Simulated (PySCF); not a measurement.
Method: B3LYP-D3(BJ)/def2-TZVP // PBE0-D4/def2-SVP (PySCF). Gas-phase values, no solvent. B3LYP has the VWN-RPA correlation part, as in Gaussian. 

Reference species (SMILES): `N` (neutral, multiplicity 1).

- HOMO–LUMO gap = 8.03 eV
- HOMO = -7.44 eV
- dipole moment = 1.78 D

Changed species: `S` (free base H2S; the reference has free base NH3).

**Question.** Predict the effect on the HOMO–LUMO gap, HOMO and dipole moment.

**Answer.** the HOMO–LUMO gap falls by 0.57 eV, to 7.46 eV; the HOMO rises by 0.22 eV, to -7.22 eV; the dipole moment drops by 0.67 D, to 1.11 D.
